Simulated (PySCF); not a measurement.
Choosing a molecule for a target property.

All species are isolated and taken at one optimised geometry, non-relativistic unless stated; the electronic structure was computed with PySCF and density fitting.

The conformers computed, where there is a choice (atom-mapped SMILES and torsion angles):
- `[CH2:1]=[C:2][CH2:3][CH2:4][CH2:5][SH:6]`: C1–C2–C3–C4 -127°, C2–C3–C4–C5 62°, C3–C4–C5–S6 178°, H–S6–C5–C4 64°
- `[CH2:1]=[CH:2][CH:3][CH2:4][CH2:5][SH:6]`: C1–C2–C3–C4 -178°, C2–C3–C4–C5 87°, C3–C4–C5–S6 67°, H–S6–C5–C4 -63°
- `[CH3:1][C:2]1[CH2:3][CH:4]([SH:5])[CH2:6]1`: H–S5–C4–C3 -69°

Question: Wanted: isotropic g value below 2.0028 (unrestricted B3LYP/pcH-1, mean-field spin–orbit) and smallest rotational constant below 1.1 GHz (GFN2-xTB), at GFN2-xTB geometries. Which candidate meets both?
A. `C=[C]CCCS` [radical]
B. `[CH2+][CH]C#CC` [radical]
C. `C=C[CH]CCS` [radical]
D. `SC1C[C](C1)C` [radical]

Answer: A. Computed values:
```
                 species  isotropic g value  smallest rotational constant
     C=[C]CCCS [radical]            2.00220                     1.038 GHz
  SC1C[C](C1)C [radical]            2.00272                     1.449 GHz
    C=C[CH]CCS [radical]            2.00288                     1.153 GHz
[CH2+][CH]C#CC [radical]            2.00375                     2.089 GHz
```
